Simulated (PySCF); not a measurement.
Bonds broken one at a time in the series Al F-NH2. All species are isolated molecules in the gas phase. Strings in code marks are SMILES.

Computed with CAM-B3LYP-D3(BJ)/def2-TZVP (PySCF). 

```tsv
species	dipole moment (D)	highest occupied spin orbital (eV)
radical fragment (`[F]`)	0.00	-14.14
radical fragment (`[F][Al][F]`)	1.89	-8.29
whole molecule (`[F][Al]([F])[NH2]`)	2.59	–
radical fragment (`[NH2]`)	1.98	(withheld)
radical fragment (`[NH2][Al][F]`)	2.26	(withheld)
whole molecule (`[Al]([NH2])([F])[NH2]`)	2.40	–
```

Problem. What belongs in the gaps?

Solution. 
- radical fragment (`[NH2]`), highest occupied spin orbital (eV): -10.18
- radical fragment (`[NH2][Al][F]`), highest occupied spin orbital (eV): -7.38
